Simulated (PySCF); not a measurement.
Rock-salt MgS: PBE at its full settings () and at cheaper ones, in a cell of 2 atoms.

| level and setting | band gap (eV) |
|---|---|
| PBE (PySCF) | 2.78 |
| PBE/6-31G* (PySCF) | 2.89 |
| PBE/GTH-DZVP (PySCF) | 2.72 |
| PBE/GTH-SZV (PySCF) | [?] |
| PBE/STO-3G (PySCF) | 2.80 |

Estimate the withheld entries.


- PBE/GTH-SZV (PySCF), band gap (eV): 1.65

Largest shifts from the full settings: band gap -1.13 eV (PBE/GTH-SZV).

The full settings aren't shown to be converged themselves.

Density-functional gaps are differences of (generalised) Kohn–Sham levels.

Cells: PBE at the measured cell; PBE/6-31G* at the measured cell; PBE/GTH-DZVP at the measured cell; PBE/GTH-SZV at the measured cell; PBE/STO-3G at the measured cell.

Run with cheap settings on purpose, which may leave them unconverged: PBE/6-31G*, PBE/GTH-DZVP, PBE/GTH-SZV, PBE/STO-3G.
